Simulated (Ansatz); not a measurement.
Start from ZrS$_{2}$ in the CdI2 type structure (space group P-3m1, No. 164; a = 3.635 Å, c = 5.720 Å; layered, stacked along the Cartesian z axis).

Method: PBE-D3(BJ) (Ansatz, a first-principles code, PAW, without spin-orbit coupling).

It is then changed as follows: Ti takes the place of Zr on all its sites, then cell and atoms are relaxed.

Measured lattice parameter a: ZrS2 3.662 Å (temperature not stated; as listed in Torbjörn Björkman, The Journal of Chemical Physics (2014)); TiS2 3.4073 Å (temperature not stated; as listed in R.R. Chianelli, J.C. Scanlon, A.H. Thompson, Materials Research Bulletin (1975)).

### Question
How well does PBE-D3(BJ) reproduce the measured shift?

### Answer
With PBE-D3(BJ) the lattice parameter a moves by -0.274 Å (3.635 → 3.361) against -0.255 Å measured.

No phonon test of stability was made. All final runs are without spin polarisation.
